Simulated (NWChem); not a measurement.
System: CH3O anion

The following NWChem deck was run.

```
start job
memory heap 200 mb stack 900 mb global 1100 mb
charge -1
geometry units angstroms noautosym nocenter noautoz
  C      0.000000     0.000000    -0.531977
  O      0.000000     0.000000     0.804146
  H      0.728450     0.728450    -1.028993
  H      0.266631    -0.995081    -1.028993
  H     -0.995081     0.266631    -1.028993
end
basis spherical
  C library def2-svpd
  O library def2-svpd
  H library def2-svpd
end
dft
  xc b3lyp
  iterations 150
end
cosmo
  do_cosmo_smd true
  solvent dcm
end
task dft energy
```

Parts of the log:

```
             Northwest Computational Chemistry Package (NWChem) 7.3.0
             --------------------------------------------------------

                             Geometry "geometry" -> ""
                             -------------------------

 Output coordinates in angstroms (scale by  1.889725989 to convert to a.u.)

  No.       Tag          Charge          X              Y              Z
 ---- ---------------- ---------- -------------- -------------- --------------
    1 C                    6.0000     0.00000000     0.00000000    -0.53197700
    2 O                    8.0000     0.00000000     0.00000000     0.80414600
    3 H                    1.0000     0.72845000     0.72845000    -1.02899300
    4 H                    1.0000     0.26663100    -0.99508100    -1.02899300
    5 H                    1.0000    -0.99508100     0.26663100    -1.02899300

 Effective nuclear repulsion energy (a.u.)      34.2676543436

                                 NWChem DFT Module
                                 -----------------

 Summary of "ao basis" -> "ao basis" (spherical)
 ------------------------------------------------------------------------------
       Tag                 Description            Shells   Functions and Types
 ---------------- ------------------------------  ------  ---------------------
 C                         def2-svpd                 8       20   4s2p2d
 O                         def2-svpd                 9       23   4s3p2d
 H                         def2-svpd                 4        8   2s2p

 in cosmo_initialize ...
 calling solv_data for solv:dcm

 solvent parameters
 solvname_short: dcm
 solvname_long:  dichloromethane
 dielec:        8.9300
 dielecinf:     2.0283
 nonaqueous SMD model solvent descriptors
 dielec:        8.9300
 sola:          0.1000
 solb:          0.0500
 solc:          0.0000
 solg:         39.1500
 solh:          0.6670
 soln:          1.4242

          ---------------
          -cosmo- solvent
          ---------------
 Cosmo: York-Karplus, doi: 10.1021/jp992097l
 dielectric constant -eps-     =   8.93
 screen = (eps-1)/(eps    )    =   0.88802
 surface charge correction     = lagrangian

   van der Waals surface
 --------------------------

 ---------- ATOMIC COORDINATES (A.U.) ------------ VDWR(ANG.) --
     1    0.00000000    0.00000000   -1.00529076     1.850
     2    0.00000000    0.00000000    1.51961559     2.114
     3    1.37657090    1.37657090   -1.94451481     1.200
     4    0.50385953   -1.88043043   -1.94451481     1.200
     5   -1.88043043    0.50385953   -1.94451481     1.200
 number of segments per atom =        128
 number of   points per atom =        128
 atom (   nspa,  nppa )
 ----------------------
    1 (     46,     0 )       0
    2 (     98,     0 )       0
    3 (     59,     0 )       0
    4 (     57,     0 )       0
    5 (     57,     0 )       0
 number of -cosmo- surface points =      317
 molecular surface =     72.474 angstrom**2
 molecular volume  =     50.336 angstrom**3
 -lineq- algorithm             =   0
 -bem- low  level              =   3
 -bem- from -octahedral-
 gaussian surface charge width =   4.50000
 degree of switching           =   1.00000
 switching function tolerance  =   0.00010
 atomic radii =
 --------------
    1  6.000  1.850
    2  8.000  2.114
    3  1.000  1.200
    4  1.000  1.200
    5  1.000  1.200
 ...... end of -cosmo- initialization ......

 nat:                     5
 ixmem:                  1509
 calling mnsol_interface()
 G(SMD-CDS) energy (kcal/mol)  =     0.166
 SMD-CDS SASA (angstrom**2)    =    80.688

            General Information
            -------------------
          SCF calculation type: DFT
          Wavefunction type:  closed shell.
          No. of atoms     :     5
          No. of electrons :    18
           Alpha electrons :     9
            Beta electrons :     9
          Charge           :    -1
          Spin multiplicity:     1
          Use of symmetry is: off; symmetry adaption is: off
          Maximum number of iterations: 150
          AO basis - number of functions:    67
                     number of shells:    29
          Convergence on energy requested:  1.00D-06
          Convergence on density requested:  1.00D-05
          Convergence on gradient requested:  5.00D-04

              XC Information
              --------------
                         B3LYP Method XC Potential
                     Hartree-Fock (Exact) Exchange  0.200
                        Slater Exchange Functional  0.800 local
                    Becke 1988 Exchange Functional  0.720 non-local
              Lee-Yang-Parr Correlation Functional  0.810
                  VWN I RPA Correlation Functional  0.190 local

             Grid Information
             ----------------
          Grid used for XC integration:  medium
          Radial quadrature: Mura-Knowles
          Angular quadrature: Lebedev.
          Tag              B.-S. Rad. Rad. Pts. Rad. Cut. Ang. Pts.
          ---              ---------- --------- --------- ---------
          C                   0.70       49           8.0       434
          O                   0.60       49           8.0       434
          H                   0.35       45           9.0       434
          Grid pruning is: on
          Number of quadrature shells:   233
          Spatial weights used:  Erf1

      Superposition of Atomic Density Guess
      -------------------------------------

 Sum of atomic energies:        -113.81717474

 Renormalizing density from      17.00 to     18

      Non-variational initial energy
      ------------------------------

 Total energy =    -118.554556
 1-e energy   =    -235.507707
 2-e energy   =      82.685497
 HOMO         =       0.103042
 LUMO         =       0.276931

   convergence    iter        energy       DeltaE   RMS-Dens  Diis-err
 ---------------- ----- ----------------- --------- --------- ---------
     COSMO gas phase
 d= 0,ls=0.0,diis     1   -114.8728340418 -1.49D+02  2.84D-02  1.37D+00
 d= 0,ls=0.0,diis     2   -114.7800039627  9.28D-02  1.59D-02  2.10D+00
 d= 0,ls=0.0,diis     3   -115.0236303853 -2.44D-01  3.36D-03  7.79D-02
 d= 0,ls=0.0,diis     4   -115.0304158022 -6.79D-03  1.14D-03  2.08D-02
 d= 0,ls=0.0,diis     5   -115.0324411704 -2.03D-03  1.45D-04  8.44D-05
  Resetting Diis
 d= 0,ls=0.0,diis     6   -115.0324551605 -1.40D-05  1.44D-05  1.01D-06
 d= 0,ls=0.0,diis     7   -115.0324552947 -1.34D-07  2.75D-06  1.42D-08

   convergence    iter        energy       DeltaE   RMS-Dens  Diis-err
 ---------------- ----- ----------------- --------- --------- ---------
     COSMO solvation phase
 d= 0,ls=0.0,diis     1   -115.1294049829 -9.69D-02  6.28D-03  3.60D-03
 d= 0,ls=0.0,diis     2   -115.1297720366 -3.67D-04  9.12D-04  5.30D-03
 d= 0,ls=0.0,diis     3   -115.1305232697 -7.51D-04  4.64D-04  5.81D-04
 d= 0,ls=0.0,diis     4   -115.1305433832 -2.01D-05  1.42D-04  7.87D-05
 d= 0,ls=0.0,diis     5   -115.1305368027  6.58D-06  3.66D-05  1.31D-05
 d= 0,ls=0.0,diis     6   -115.1305357382  1.06D-06  7.89D-06  1.61D-07
 d= 0,ls=0.0,diis     7   -115.1305350608  6.77D-07  1.49D-06  6.88D-10

         Total DFT energy =     -115.130535060812
      One electron energy =     -232.908300098761
           Coulomb energy =       95.362495257558
    Exchange-Corr. energy =      -15.300461279109
 Nuclear repulsion energy =       34.267654343614

             COSMO energy =        3.448076715886

 Numeric. integr. density =       18.000001245222

                                COSMO-SMD solvation results
                                ---------------------------

             internal energy in gas <Psi(g)|H|Psi(g)> =      -115.032455294726
         internal energy in solvent <Psi(s)|H|Psi(s)> =      -115.030349341173
                               delta internal energy  =         0.002105953553 (    1.32 kcal/mol)
   total free energy in solvent <Psi(s)|H+V/2|Psi(s)> =      -115.130799979830
 polarization energy contribution <Psi(s)|V/2|Psi(s)> =        -0.100450638657 (  -63.03 kcal/mol)
    total free energy in solvent including G(SMD-CDS) =      -115.130535060812
                       G(SMD-CDS) energy contribution =         0.000264919017 (    0.17 kcal/mol)
     1 M fixed-concentration free energy of solvation =        -0.098079766086 (  -61.55 kcal/mol)

                       DFT Final Molecular Orbital Analysis
                       ------------------------------------

 Vector    7  Occ=2.000000D+00  E=-3.136650D-01
              MO Center= -4.1D-05, -4.1D-05,  6.2D-01, r^2= 1.2D+00
   Bfn.  Coefficient  Atom+Function         Bfn.  Coefficient  Atom+Function
  ----- ------------  ---------------      ----- ------------  ---------------
    27      0.488831  2 O  pz                 7     -0.360631  1 C  pz
    23      0.253866  2 O  s                 30      0.242732  2 O  pz
    22      0.193005  2 O  s                 24      0.186604  2 O  s
     2     -0.145647  1 C  s                 10     -0.135675  1 C  pz
    21      0.098321  2 O  s                 44      0.076330  3 H  s

 Vector    8  Occ=2.000000D+00  E=-1.551915D-01
              MO Center=  6.0D-02,  6.0D-02,  4.0D-01, r^2= 1.7D+00
   Bfn.  Coefficient  Atom+Function         Bfn.  Coefficient  Atom+Function
  ----- ------------  ---------------      ----- ------------  ---------------
    25      0.397398  2 O  px                26      0.397398  2 O  py
    28      0.273646  2 O  px                29      0.273646  2 O  py
    44     -0.235076  3 H  s                 45     -0.205174  3 H  s
    31      0.129057  2 O  px                32      0.129057  2 O  py
    52      0.117577  4 H  s                 60      0.117577  5 H  s

 Vector    9  Occ=2.000000D+00  E=-1.551881D-01
              MO Center= -6.0D-02, -6.0D-02,  4.0D-01, r^2= 1.7D+00
   Bfn.  Coefficient  Atom+Function         Bfn.  Coefficient  Atom+Function
  ----- ------------  ---------------      ----- ------------  ---------------
    25      0.397394  2 O  px                26     -0.397394  2 O  py
    28      0.273603  2 O  px                29     -0.273603  2 O  py
    52     -0.203533  4 H  s                 60      0.203533  5 H  s
    53     -0.177062  4 H  s                 61      0.177062  5 H  s
    31      0.128968  2 O  px                32     -0.128968  2 O  py

 Vector   10  Occ=0.000000D+00  E= 4.559712D-02
              MO Center=  2.2D-03,  2.2D-03, -9.8D-01, r^2= 7.4D+00
   Bfn.  Coefficient  Atom+Function         Bfn.  Coefficient  Atom+Function
  ----- ------------  ---------------      ----- ------------  ---------------
     4      5.387563  1 C  s                 24     -2.309907  2 O  s
     3      2.249004  1 C  s                 45     -1.643046  3 H  s
    53     -1.641157  4 H  s                 61     -1.641157  5 H  s
    33      0.967697  2 O  pz                58     -0.489183  4 H  py
    65     -0.489183  5 H  px                10     -0.440351  1 C  pz

 Vector   11  Occ=0.000000D+00  E= 9.364281D-02
              MO Center= -4.1D-04, -4.1D-04,  1.2D+00, r^2= 7.1D+00
   Bfn.  Coefficient  Atom+Function         Bfn.  Coefficient  Atom+Function
  ----- ------------  ---------------      ----- ------------  ---------------
    33      1.751013  2 O  pz                 4      1.507464  1 C  s
    24     -1.245210  2 O  s                  3     -0.905048  1 C  s
    51      0.481870  3 H  pz                59      0.480348  4 H  pz
    67      0.480348  5 H  pz                45      0.339108  3 H  s
    53      0.331246  4 H  s                 61      0.331246  5 H  s

 Vector   12  Occ=0.000000D+00  E= 1.031136D-01
              MO Center=  2.6D-01,  2.6D-01,  3.0D-01, r^2= 7.9D+00
   Bfn.  Coefficient  Atom+Function         Bfn.  Coefficient  Atom+Function
  ----- ------------  ---------------      ----- ------------  ---------------
    45      2.307262  3 H  s                 53     -1.156802  4 H  s
    61     -1.156745  5 H  s                 31     -1.000651  2 O  px
    32     -1.000680  2 O  py                49     -0.776359  3 H  px
    50     -0.776361  3 H  py                58     -0.558126  4 H  py
    65     -0.558101  5 H  px                17      0.503391  1 C  d -1

     Multipole analysis of the density
     ---------------------------------

     L   x y z        total         alpha         beta         nuclear
     -   - - -        -----         -----         ----         -------
     0   0 0 0     -1.000000     -9.000000     -9.000000     17.000000

     1   1 0 0     -0.001641     -0.000820     -0.000820     -0.000000
     1   0 1 0     -0.001641     -0.000820     -0.000820     -0.000000
     1   0 0 1     -1.266595     -0.779115     -0.779115      0.291636

     2   2 0 0    -12.791252     -9.238046     -9.238046      5.684840
     2   1 1 0      0.000924      0.000461      0.000461      0.000002
     2   1 0 1      0.002144      0.001072      0.001072      0.000000
     2   0 2 0    -12.791252     -9.238046     -9.238046      5.684840
     2   0 1 1      0.002144      0.001072      0.001072      0.000000
     2   0 0 2    -16.091911    -25.986417    -25.986417     35.880923
```

Level: B3LYP/def2-SVPD, SMD on the gas-phase geometry. Coordinates come from a B3LYP/def2-SVPD optimisation. The gas-phase anion has a positive highest level at the geometry level, so the gas reference is doubtful. Solvent: dichloromethane.
